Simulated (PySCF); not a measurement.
## What binds OH⁻: the parts of the energy along the bond

State: ¹Σ⁺, singlet, closed shell. RHF-based CCSD(T) in PySCF 2.14 with H aug-cc-pVTZ, O aug-cc-pVTZ and H aug-cc-pVQZ, O aug-cc-pVQZ (frozen core orbitals: 1; no relativity). Correlation energies are extrapolated as n⁻³ (n = 3, 4), Hartree–Fock as (n+1)·exp(−9√n). CV is the change on freezing 0 orbitals instead, in H cc-pVTZ, O cc-pwCVTZ. SR is the spin-free X2C energy in H cc-pVTZ-DK, O cc-pVTZ-DK less the non-relativistic one in H cc-pVTZ, O cc-pVTZ. All energies in eV from H + O⁻.

| R (Å) | HF/CBS | CCSD corr. | (T) | CV | SR | total |
| --- | --- | --- | --- | --- | --- | --- |
| 0.8545 | -3.016 | -1.547 | -0.0815 | -0.0119 | 0.0042 | -4.652 |
| 0.8934 | -3.214 | -1.584 | -0.0894 | -0.0098 | 0.0041 | -4.893 |
| 0.9322 | -3.288 | -1.621 | -0.0973 | -0.0080 | 0.0040 | -5.011 |
| 0.9710 | -3.269 | -1.659 | -0.1053 | -0.0063 | 0.0037 | -5.035 |
| 1.0099 | -3.178 | -1.697 | -0.1132 | -0.0048 | 0.0034 | -4.989 |
| 1.0584 | -2.992 | -1.744 | -0.1228 | -0.0032 | 0.0030 | -4.859 |
| 1.1070 | -2.751 | -1.790 | -0.1320 | -0.0018 | 0.0025 | -4.672 |

A fit to the total gives Re = 0.9635 Å, De = 5.037 eV, ωe = 3759.8 cm⁻¹, Be = 19.15 cm⁻¹ (masses 1.0078 and 15.9949 u).

Problem. At R = 0.9710 Å the CCSD correlation energy is -0.285134 hartree in the smaller basis and -0.300275 in the larger. Extrapolate it.

Solution. (4³·E4 − 3³·E3)/(4³ − 3³) = -0.31132 hartree; the larger basis holds 96.5 % of it.

The T1 diagnostic is 0.022, large enough to doubt a single reference. The open-shell atoms are computed with UHF. Spin–orbit coupling, excitations beyond (T) and corrections to the Born–Oppenheimer picture are left out.
